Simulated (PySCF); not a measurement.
Mapped SMILES: `[O:1]=[CH:2][Cl:3]`; H(Xn) means a hydrogen on atom n.

PySCF 2.14.0 with density-fitted response routines calculation with σ from GIAO-B97-2/pcSseg-2 and PBE0-D3(BJ)/def2-TZVP geometry; non-relativistic, one computed conformer, isolated molecule.

δ = σ(ref) − σ, references computed at the same level: 13C and 1H against TMS; 17O against H2O; 35Cl vs HCl.

```
atoms  nucleus  count  δ (ppm)
   O1      17O      1    592.6
H(C2)       1H      1     9.69
  Cl3     35Cl      1        ?
   C2      13C      1        ?
```

Complete the table.

## Answers


- C2: 172.8 ppm, carbonyl carbon
- Cl3: 492 ppm, chlorine bonded to C

Carbons that carry Cl, above all several Cl atoms, come out too deshielded, partly because spin–orbit coupling is missing. Shifts are as computed. Against solution values, carbons near 30 ppm lie about +3 ppm off and those near 130 ppm about +7 ppm; carbons on Cl a further +5 ppm. Of 1211 compounds with measured shifts, 218 miss one by over three times the rms of a fit or turn the order of signals round; such compounds aren't used in these exercises. Unscaled 17O shifts of doubly bonded oxygen tend to come out too high, by tens of ppm or more. Experimental scales use liquid or dissolved standards, which lie at an offset from isolated H2O (liquid H2O: subtract about 36 ppm).
